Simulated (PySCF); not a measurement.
Ethylamine, C₂H₇N.
Z-matrix (Å and degrees, PBE0-D3(BJ)/def2-TZVP geometry), rows numbered from 1:
```
C 
C   1  1.5213
N   2  1.4535  1  115.76
H   1  1.0939  2  111.48  3   179.65
H   1  1.0940  2  110.88  3    59.51
H   1  1.0940  2  110.93  3   -60.16
H   2  1.0946  1  109.60  3  -122.10
H   2  1.0945  1  109.64  3   122.14
H   3  1.0133  2  110.29  1    58.71
H   3  1.0133  2  110.28  1   -58.65
```

Linear response at PBE0/aug-cc-pVTZ (PySCF, frozen core in the response, non-relativistic). One conformer (not necessarily the lowest) at the PBE0-D3(BJ)/def2-TZVP geometry, without solvent, vibrations or thermal averaging.

Static isotropic polarisability: 38.43 au (5.70 Å³), principal values 35.0, 37.7, 42.6 au.

(1) What is the polarisability at 1064 nm and at the sodium D line?

(2) What is the isotropic C6 coefficient between two such molecules, C6 = (3/π)∫α(iω)² dω?

(3) Which effective excitation energy ω̄ makes London's formula C6 = (3/4)α²ω̄ exact here?

(4) What n − 1 at the D line would an ideal gas of it have at 273.15 K and 1 atm (2.6868 × 10¹⁹ cm⁻³), by n − 1 = 2π·N·α′?

(5) The lowest 10 singlets have (eV, f): 5.62, 0.032; 6.35, 0.020; 6.39, 0.006; 6.58, 0.005; 7.26, 0.024; 7.33, 0.000; 7.46, 0.006; 7.64, 0.001; 7.79, 0.042; 8.17, 0.013. What share of the static polarisability do they carry in the sum over states α = Σ f/ω²?

(6) What three-body coefficient follows from the one-pole estimate C9 = (3/4)·α·C6?

## Answers

(1) 38.75 au at 1064 nm (+0.8 %), 39.49 au at 589.3 nm (+2.7 %). The rise at 589.3 nm is 3.38 times that at 1064 nm; a pure ω² law gives 3.26. The lowest singlet lies at 221 nm, shorter than both wavelengths.

(2) 637.7 au (Eh·bohr⁶) by a ten-point quadrature over imaginary frequencies, which is 381 eV·Å⁶ or 36.8 J·nm⁶/mol.

(3) ω̄ = 4·C6/(3α²) = 0.576 Eh = 15.7 eV. A one-pole form α(ω) = α/(1 − ω²/ω̄²) fitted to the 1064 nm value gives 13.0 eV.

(4) 9.88 × 10⁻⁴, a formal value whether or not that pressure can be reached.

(5) 2.39 au, 6.2 % of α; the largest term, 0.76 au, is that of the state at 5.62 eV. Their oscillator strengths add up to 0.15. Higher states carry the rest.

(6) 18400 au. This is an estimate from the two numbers above, not a computed integral.
